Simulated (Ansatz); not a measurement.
2H WS2

Computed with r²SCAN0 in Ansatz (PAW).

Run with plane-wave cutoff 520 eV, 9×9×2 k mesh (along the axes of the cell as run), Fermi–Dirac smearing 0.01 eV, no spin polarisation, scalar-relativistic PAW data made under PBE.

Cell (measured lattice):

```cif
data_S4W2
_chemical_formula_sum 'W2 S4'
_space_group_name_H-M_alt 'P63/mmc'
_space_group_IT_number 194
_space_group_name_Hall '-P 6c 2c'
_cell_length_a 3.15300
_cell_length_b 3.15300
_cell_length_c 12.32300
_cell_angle_alpha 90.000
_cell_angle_beta 90.000
_cell_angle_gamma 120.000
loop_
_atom_site_label
_atom_site_type_symbol
_atom_site_symmetry_multiplicity
_atom_site_Wyckoff_symbol
_atom_site_fract_x
_atom_site_fract_y
_atom_site_fract_z
_atom_site_occupancy
W1 W 2 c 0.33333 0.66667 0.25000 1
S1 S 4 f 0.66667 0.33333 0.12300 1
```

```
Quantity                                       Value
-------------------------------------------  -------
band gap                                     2.23 eV
smallest direct gap on the k points sampled  3.02 eV
direct gap at Γ                              3.80 eV
```

Note: cell and atoms aren't relaxed at this level (largest force component 0.38 eV/Å, pressure -0.6 GPa).

Spin–orbit coupling is not included.

Static lattice: no zero-point or thermal effects.

The result took roughly 9 core-minutes.

Ansatz is a first-principles code.
